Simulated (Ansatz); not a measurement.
**Which method gave which barrier?**

Saddle point of BSiH6F, closed shell (BH₂F ([BH2][F]) + SiH₄ → BSiH₅ ([BH2][SiH3]) + HF; bonds formed: B1–Si6, F2–H5; bonds broken: B1–F2, H5–Si6), PBE0-D4/def2-TZVP structure:

B1  (-0.133, -0.250, -1.030)
F2  (-1.480, -1.175, -0.775)
H3  (0.741, -0.971, -1.402)
H4  (-0.462, 0.709, -1.656)
H5  (-0.985, -0.692, 0.078)
Si6  (0.399, 0.423, 0.913)
H7  (0.880, -0.587, 1.893)
H8  (-0.522, 1.365, 1.603)
H9  (1.562, 1.179, 0.376)
(Å)

Computed with Ansatz 0.2.0 (basis: def2-TZVPP, with def2-QZVPP for the basis limit); correlated methods freeze the cores. Extrapolation: Hartree–Fock as exp(−7.88 √X), correlation as X^−2.97. Four methods, as single points on the PBE0-D4 structures, gave these electronic barriers from the start structure: 1.755, 1.980, 2.279, 3.253 eV.

(1) The methods were, in alphabetical order, HF, MP2, PBE-D4, r2SCAN-D4. Which gave which? (A judgement: the text doesn't fix the answer.)

T1 diagnostic: at most 0.014. The start structure is not quite a true minimum (one mode of 46i cm⁻¹).

## Answers

(1) By the calculation: PBE-D4 1.755; r2SCAN-D4 1.980; MP2 2.279; HF 3.253 eV. For comparison, CCSD(T) at an estimated basis limit (MP2 extrapolated from triple and quadruple zeta, plus CCSD(T) − MP2 in triple zeta) gives 2.292 eV.

Labels in which every atom is bracketed show which atoms are joined, not bond orders.

For scale, one of the runs: CCSD(T)/def2-TZVPP, 188 basis functions, launched by `ansatz run in.yaml --threads 2 --pin off --events-out ev --progress --plain --max-ram 4352MiB`. Time: 46 s of wall clock on 2 CPU threads of an Arm Neoverse V1; the host was shared. Peak host memory: 2 GiB.
